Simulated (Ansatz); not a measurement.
## Could CsRbBr2 exist in this structure?

Plane-wave DFT in Ansatz with scalar-relativistic PAW potentials. The crystal relaxes under PBE to R-3m with a = 5.089 Å, c = 25.003 Å, 46.72 Å³/atom. No spin polarisation. The structure is a made-up candidate, not known to be the stable one.

```cif
data_structure
_symmetry_space_group_name_H-M 'R-3m:H'
_symmetry_Int_Tables_number 166
_cell_length_a 5.0886
_cell_length_b 5.0886
_cell_length_c 25.0025
_cell_angle_alpha 90.000
_cell_angle_beta 90.000
_cell_angle_gamma 120.000
_cell_volume 560.67
loop_
_atom_site_label
_atom_site_type_symbol
_atom_site_symmetry_multiplicity
_atom_site_Wyckoff_symbol
_atom_site_fract_x
_atom_site_fract_y
_atom_site_fract_z
_atom_site_occupancy
Cs1 Cs 3 b 0.66667 0.33333 0.83333 1
Rb1 Rb 3 a 0.00000 0.00000 0.00000 1
Br1 Br 6 c 0.00000 0.00000 0.74559 1
```

Question: Test it against the elements, against displacements at the zone centre and against strain.

Answer:
- Energy over the elements: -1.786 eV/atom (PBE, standard states in the same functional, gases uncorrected)
- Optical modes at Γ: all 9 real, 48 to 81 cm⁻¹ (PBE, without the LO-TO term)
- Least eigenvalue of the elastic tensor: 4 GPa (PBE)

It passes all three tests. So it is a local minimum against everything tried and bound against the elements. Modes at other wave vectors, other structures and decomposition into other compounds weren't tested here.